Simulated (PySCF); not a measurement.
## Deuteron quadrupole couplings in `C=C(F)SC`

Compound: C₃H₅FS.
Cartesian coordinates in Å at the PBE0-D3(BJ)/def2-SVP level; atoms count from 1:
```
atom  x, y, z in Å
C1     2.0856   -0.1098   -0.2208
C2     0.9021   -0.3444    0.3442
F3     0.7376   -0.2277    1.6645
S4    -0.5180   -0.9137   -0.5145
C5    -1.8107    0.0376    0.3216
H6     2.1920   -0.1521   -1.3039
H7     2.9547    0.1068    0.4030
H8    -2.7630   -0.3036   -0.1061
H9    -1.6967    1.1152    0.1385
H10   -1.8052   -0.1685    1.3997
```

Level: PBE0/pcSseg-1 (PySCF, non-relativistic); Q(2H) = 0.00286 b; rigid geometry, the same for H and D, with no vibrational averaging.

Tabulate Vzz, the asymmetry η and χzz = 234.96 MHz × Q × Vzz for every hydrogen position.

```csv
atom,bonded to,bond length (Å),Vzz (au),η,χzz (kHz)
H6,C1,1.089,0.3130,0.09,210
H7,C1,1.091,0.3109,0.07,209
H8,C5,1.098,0.2924,0.06,197
H9,C5,1.099,0.2904,0.04,195
H10,C5,1.098,0.2911,0.04,196
```

Geometry: PBE0-D3(BJ)/def2-SVP, one conformer, isolated molecule. The small basis limits the accuracy of the gradients.

These values come from a run that also computed NMR shieldings. Time: 7.4 s of wall time. Hardware: an Arm Neoverse V1 with one thread, on a shared host.
